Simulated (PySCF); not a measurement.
Isomers of C4H8F2, one conformer each; single-point electronic energies without zero-point terms and without any empirical dispersion term.

All values: wB97X-D/pcSseg-2 (PySCF, non-relativistic), each on one gas-phase PBE0-D3(BJ)/def2-TZVP geometry that isn't relaxed in the solvent. The solvent is an IEF-PCM continuum (cavity from Bondi-type radii × 1.2). The model holds no explicit solvent molecules, cavitation or dispersion.

```tsv
isomer	relative energy, gas (kcal/mol)	dipole (D)
CH3CH2CF2CH3 (`FC(F)(CC)C`)	0.0	2.44
(CH3)2CHCHF2 (`FC(C(C)C)F`)	5.1	2.26
CH3CH2CH2CHF2 (`FC(CCC)F`)	5.4	2.42
```

**Question.** How do the relative energies look in chloroform (ε = 4.711)?

**Answer.** 
```tsv
isomer	relative energy, solvent (kcal/mol)	E(solvent) − E(gas) (kcal/mol)	dipole in solvent (D)
CH3CH2CF2CH3 (`FC(F)(CC)C`)	0.0	-2.7	2.89
(CH3)2CHCHF2 (`FC(C(C)C)F`)	5.4	-2.5	2.66
CH3CH2CH2CHF2 (`FC(CCC)F`)	5.5	-2.6	2.75
```

The order is unchanged. Conformers: `[CH3:1][CH2:2][C:3]([CH3:4])([F:5])[F:6]` with C1–C2–C3–C4 60°; `[CH3:1][CH:2]([CH3:3])[CH:4]([F:5])[F:6]` with C1–C2–C4–F5 -59°; `[CH3:1][CH2:2][CH2:3][CH:4]([F:5])[F:6]` with C1–C2–C3–C4 180°, C2–C3–C4–F5 64°. The gains span 0.2 kcal/mol, the gas-phase energies 5.4 kcal/mol.
